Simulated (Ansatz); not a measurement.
# Al₂C (singlet): wave-function methods side by side, cc-pVDZ

An exercise on one series of results from a longer session: the logs are not shown, and one member is left open.

The runs use Ansatz 0.2.0, Gaussian basis; cc-pVDZ, core rule «outside noble gas», up to 11 orbitals frozen.

To be run: UHF; CCSD(T) on RHF; CCSD(T) on UHF; BCCD(T) on RHF; CISD; CCSDT(Q) on RHF; CCSDT(Q) on UHF; CASSCF and MRCISD+Q, 8 electrons in 8 orbitals; CASSCF and NEVPT2, 8 electrons in 8 orbitals.

33 further runs of the same task are left out: 17 that didn't finish, 16 set aside as unsound or not needed.

### The geometry

The geometry is a PBE0/def2-TZVP stationary point (not a proven minimum) of the parent state, kept for this charge and spin.

3 atoms, charge 0, spin multiplicity 1.

Atoms are counted from 1 here; the program's logs count them from 0.

Bond lengths: Al1–Al2 2.681 Å, Al2–C3 1.896 Å. Angles: Al1–Al2–C3 180.0°.

Set-up of the first run:

in.yaml

```yaml
crystal:
  periodic: [false, false, false]
  atoms:
    - {symbol: Al, position_ang: [0.000000, 0.000000, 2.419367]}
    - {symbol: Al, position_ang: [0.000000, 0.000000, -0.261933]}
    - {symbol: C, position_ang: [0.000000, 0.000000, -2.157433]}
basis:
  gaussian: {orbitals: cc-pVDZ}
magnetization: {spin_polarized: true, initial_magnetization: 0}
hamiltonian: {xc: hf}
output: {orbitals: {seedname: orbitals}}
```

Run with:

```bash
ansatz run in.yaml --threads 1 --pin off --events-out ev --progress --plain --max-ram 2393MiB
```

Among the steps run: UHF; CCSD(T) on RHF; CCSD(T) on UHF; BCCD(T) on RHF; CISD; CCSDT(Q) on RHF; CCSDT(Q) on UHF; CASSCF and MRCISD+Q, 8 electrons in 8 orbitals; CASSCF and NEVPT2, 8 electrons in 8 orbitals.

One table of the session follows, with a row left open; its other results are not shown here.

```
   method  from RCCSDT(Q) (kJ/mol)
      RHF                   +694.3
     RMP2                   +178.8
     UMP2                        ?
     CISD                   +134.5
    RCCSD                    +53.3
    UCCSD                     +9.0
 RCCSD(T)                    +16.2
 UCCSD(T)                    -35.6
  BCCD(T)                    +16.8
   RCCSDT                     +8.5
   UCCSDT                    -82.7
RCCSDT(Q)                        0
UCCSDT(Q)                   -113.5
```

**Question.** Estimate the row for UMP2.

The run gave: from RCCSDT(Q) (kJ/mol): +171.1. In the column «from RCCSDT(Q) (kJ/mol)» it lies between CISD (+134.5) and RMP2 (+178.8).

Left out of the table: CASSCF frontier, NEVPT2 frontier, MRCISD frontier, MRCISD+Q frontier (the active space lost an orbital or holds another state than full CI finds).

Limits of these values: The determinant is far from a pure spin state, so its energy mixes those of several spin states (harmless only where they are near-degenerate, as at dissociation). Left out of the table: UHF (another determinant or state than the rows shown). The program flags UCCSD(T), UCCSDT(Q) as in doubt, so those rows may rest on another solution; read them beside their warnings. Warnings: restricted reference is unstable; spin contamination; coupled cluster took another determinant than the lowest; large T1 diagnostic. Restricted and unrestricted rows rest on different reference determinants; where their highest levels disagree by more than a few hundredths of an eV, they describe different states and don't form one ladder. Warnings in the runs' records: passed over end.
